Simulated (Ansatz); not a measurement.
Calculated with Ansatz (gas phase, PBE0-D4/def2-TZVP geometries, no zero-point term in ΔE). CCSD(T)/CBS adds triple-zeta CCSD(T) − MP2 to the extrapolated MP2 energy (def2 sets, frozen cores). This one scheme is used for every species. Functionals use def2-TZVPP. B3LYP here is the variant with VWN-RPA as its local correlation; programs differ in this. HSE06 is defined as in plane-wave codes. For Mg outer-core shells are correlated without core-valence functions, which leaves a few kJ/mol of doubt a bond. One conformer a species, not always the lowest.

`[OH][Mg][Cl]` + H₂ → `[OH][MgH]` + HCl  (hydrogenolysis of a Mg–Cl bond)

| level | ΔE (kJ/mol) | difference from CCSD(T)/CBS |
| --- | --- | --- |
| LDA (SPW92) | 159.3 | -20.6 |
| r2SCANh-D4 | 183.4 | 3.5 |
| HSE06-D4 | 173.0 | -6.9 |
| ωB97X-V | 174.2 | -5.7 |
| PBE-QIDH | 178.9 | -1.0 |
| PBE | 167.7 | -12.2 |
| r2SCAN | 183.2 | 3.3 |
| B3LYP | 172.6 | -7.3 |
| BHLYP | 176.3 | -3.6 |
| RPA@PBE/def2-TZVPP | 162.9 | -17.0 |
| CCSD/def2-SVP | 177.8 | -2.1 |
| CCSD(T)/def2-SVP | 178.4 | -1.5 |
| MP2/def2-TZVPP | 183.7 | 3.8 |
| MP2/def2-QZVPP | 188.5 | 8.6 |
| CCSD(T)/def2-QZVPP | 179.3 | -0.6 |
| MP2/CBS(def2) | 191.1 | 11.2 |
| CCSD(T)/CBS | 179.9 | 0 |

Largest T1 diagnostic among the species: 0.010.

Leaving LDA and LC-ωPBE aside and taking each functional with its dispersion term where it has one, the values, not all of them listed here, spread over 25.5 kJ/mol, from B97M-V to r2SCAN-D4. LDA lies −8.4 kJ/mol from PBE without D4. From BLYP to BHLYP (50 % exact exchange), in def2-TZVPP and without D4, ΔE moves by +6.8 kJ/mol.
